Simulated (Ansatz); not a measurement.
# One shape, several levels: AlH3 (SMILES [H][Al]([H])[H])

We compute a comparison of 6 runs (HF/3-21G, UB3LYP/3-21G, r2SCAN/3-21G, B2PLYP/6-31G*, CCSDT/6-31G*, UCCSD(T)/3-21G) of AlH3. 

The calculation is run with Ansatz 0.2.0.

61 further runs of the same task are left out: 2 that didn't finish, 59 set aside as unsound or not needed.

### 1 The molecule

AlH3: 4 atoms, total charge 0, spin state singlet. As SMILES, `[H][Al]([H])[H]`. The H2–Al1 distance was set to 3.883 Å, away from the relaxed value. At this shape a bond of the SMILES string is far longer than usual.

Bond lengths: Al1–H3 1.553 Å, Al1–H4 1.553 Å. Angles: H3–Al1–H4 120.0°.

### 2 A single-point energy at HF/3-21G (run 1)

The input, run.yaml:

```yaml
crystal:
  periodic: [false, false, false]
  atoms:
    - {symbol: Al, position_ang: [-2.329030, 0.045731, -0.021865]}
    - {symbol: H, position_ang: [1.552650, -0.030520, 0.014610]}
    - {symbol: H, position_ang: [-3.078830, 1.405591, -0.041005]}
    - {symbol: H, position_ang: [-3.131850, -1.283549, -0.017405]}
basis:
  gaussian:
    orbitals: 3-21G.json
accuracy: high
hamiltonian:
  xc: hf
```

The basis set 3-21G is read from a file made from the Basis Set Exchange's data (not shown).

Launch:

```console
$ ansatz run run.yaml --threads 1 --pin off --max-ram 2610MiB --events-out events.jsonl --progress --plain --runs-dir runs
```

What it wrote:

```text
Warning: RAYON_NUM_THREADS=1 ignored (pool sized by the plan → 1); use --threads N
Functional definition: HF
  name "HF"
  exchange = exact_x
  correlation = 0
360 factors; integrals over basis functions are off by at most 2.6e-9 eV
mean field evaluation 1: about -6584.9337 eV, gradient 1.3e1 eV
mean field evaluation 2: about -6584.9330 eV, gradient 1.3e1 eV
mean field evaluation 4: about -6587.2916 eV, gradient 1.6e0 eV
mean field evaluation 8: about -6587.3164 eV, gradient 4.4e-2 eV
mean field evaluation 16: about -6584.7681 eV, gradient 3.6e0 eV
mean field -6587.31641778 eV, -242.0794133098 hartree, gradient 7.7e-8 eV, S^2 0.000000; 0 other end points of the search recorded, 0 dependent functions left out
reference -6587.31641778 eV, -242.0794133098 hartree; 8, 8 occupied and 11, 11 virtual orbitals, 360 factors
Total energy: -6587.31641778 eV, -242.0794133098 hartree
```

It took 0.08 s on 1 thread of Arm Neoverse V2, shared host.

### 3 A single-point energy at UB3LYP/3-21G (run 2)

The input, molecule.yaml:

```yaml
crystal:
  periodic: [false, false, false]
  atoms:
    - symbol: Al
      position_ang: [-2.329030, 0.045731, -0.021865]
    - symbol: H
      position_ang: [1.552650, -0.030520, 0.014610]
    - symbol: H
      position_ang: [-3.078830, 1.405591, -0.041005]
    - symbol: H
      position_ang: [-3.131850, -1.283549, -0.017405]
basis:
  gaussian:
    orbitals: 3-21G.json
magnetization:
  spin_polarized: true
hamiltonian:
  xc: {name: B3LYP}
accuracy: high
```

The basis set 3-21G is read from a file made from the Basis Set Exchange's data (not shown).

Launch:

```console
$ ansatz run molecule.yaml --threads 1 --pin off --max-ram 2610MiB --events-out events.jsonl --progress --plain --runs-dir runs
```

What it wrote:

```text
Warning: RAYON_NUM_THREADS=1 ignored (pool sized by the plan → 1); use --threads N
Functional definition: B3LYP
  name "B3LYP"
  parameter a0 = 0.2
  parameter ax = 0.72
  parameter ac = 0.81
  exchange = (1 - a0 - ax)*slater_x + ax*b88_x + a0*exact_x
  correlation = (1 - ac)*vwn_rpa_c + ac*lyp_c
360 factors; integrals over basis functions are off by at most 2.6e-9 eV
mean field evaluation 1: about -6600.3358 eV, gradient 1.3e1 eV
mean field evaluation 2: about -6593.2616 eV, gradient 1.5e1 eV
mean field evaluation 4: about -6603.7047 eV, gradient 5.1e0 eV
mean field evaluation 8: about -6603.7048 eV, gradient 5.1e0 eV
mean field evaluation 16: about -6604.1454 eV, gradient 4.8e-6 eV
mean field evaluation 32: about -6604.6542 eV, gradient 6.1e0 eV
mean field -6604.99361239 eV, -242.7290382299 hartree, gradient 2.8e-8 eV, S^2 0.914527; 3 other end points of the search recorded, 0 dependent functions left out
reference -6604.99364762 eV, -242.7290395244 hartree; 8, 8 occupied and 11, 11 virtual orbitals, 360 factors
Total energy: -6604.99364762 eV, -242.7290395244 hartree
```

Wall time 2.5 s (1 thread of Arm Neoverse V2, shared host); peak memory 0.11 GiB.

Runs 3 to 5 aren't shown in full; the table further down has their settings and results.

### 4 A single-point energy at UCCSD(T)/3-21G (run 6)

The input, job.yaml:

```yaml
crystal:
  periodic: [false, false, false]
  atoms:
    - symbol: Al
      position_ang: [-2.329030, 0.045731, -0.021865]
    - symbol: H
      position_ang: [1.552650, -0.030520, 0.014610]
    - symbol: H
      position_ang: [-3.078830, 1.405591, -0.041005]
    - symbol: H
      position_ang: [-3.131850, -1.283549, -0.017405]
basis:
  gaussian:
    orbitals: 3-21G.json
magnetization:
  spin_polarized: true
correlation:
  method: ccsd_t
  frozen_orbitals: {Al: 5, H: 0}
accuracy: high
scf:
  omitted_lower_state_checks: [cluster_reference, increment]
```

The basis set 3-21G is read from a file made from the Basis Set Exchange's data (not shown).

Launch:

```console
$ ansatz run job.yaml --threads 1 --pin off --max-ram 2610MiB --events-out events.jsonl --progress --plain --runs-dir runs
```

What it wrote, cut to the lines that bear on the results:

```text
Warning: RAYON_NUM_THREADS=1 ignored (pool sized by the plan → 1); use --threads N
[... 2 set-up lines as earlier in the session ...]
[...]
360 factors; integrals over basis functions are off by at most 2.6e-9 eV
[...]
mean field -6590.07965845 eV, -242.1809605315 hartree, gradient 7.9e-8 eV, S^2 0.978982; 6 other end points of the search recorded, 0 dependent functions left out
5 core orbitals not correlated: weight in the atoms' cores, before any rotation towards them, 1.000 or more for the frozen orbitals, at most 0.000 for the correlated occupied ones
reference -6590.07965845 eV, -242.1809605315 hartree; 3, 3 occupied and 11, 11 virtual orbitals, 360 factors
second order -0.80973004 eV of doubles, -0.00000000 eV of singles
cycle   1  -1.04121367 eV  change   -2.3e-1 eV  update   4.5e-2
[...]
cycle  38  -1.19410714 eV  change  -2.8e-10 eV  update  2.6e-10
perturbative correction -0.02097511 eV, -0.0007708211 hartree
Total energy: -6591.29474070 eV, -242.2256139806 hartree
Checks for a lower state left out: cluster_reference, increment
```

Wall time 0.22 s (1 thread of Arm Neoverse V2, shared host).

### 5 The series

| run | level | frozen core orbitals | energy (Eh) | wall time |
| --- | --- | --- | --- | --- |
| 1 | HF/3-21G | – | -242.079413 | 0.08 s |
| 2 | UB3LYP/3-21G | – | -242.729040 | 2.5 s |
| 3 | r2SCAN/3-21G | – | -242.622296 | 1.6 s |
| 4 | B2PLYP/6-31G* (spherical functions) | 5 | -243.874814 | 1 s |
| 5 | CCSDT/6-31G* (spherical functions) | 5 | -243.565543 | 0.38 s |
| 6 | UCCSD(T)/3-21G | 5 | -242.225614 | 0.22 s |

### 6 Outcome

| quantity | value |
| --- | --- |
| run 6: total energy | -242.22561 Eh |
| run 6: correlation energy (5 core orbitals frozen) | -44.7 mEh |
| run 6: (T) correction | -0.77 mEh |
| run 6: ⟨S²⟩ of the reference determinant | 0.979 |
| run 6: T1 diagnostic | 0.020 |

In words: Totals of different functionals can't be ranked against each other. In runs 4, 5 the log says that unrestricted orbitals would lower the reference, so the values rest on an unstable closed-shell determinant (other closed-shell runs at this shape may share the fault). Spin contamination of the reference: run 6 ⟨S²⟩ = 0.98, run 2 ⟨S²⟩ = 0.91. Where it is this large, the reference is a mixture of spin states, and values that rest on it are in doubt. All runs together took 5.8 s, the longest 2.5 s.
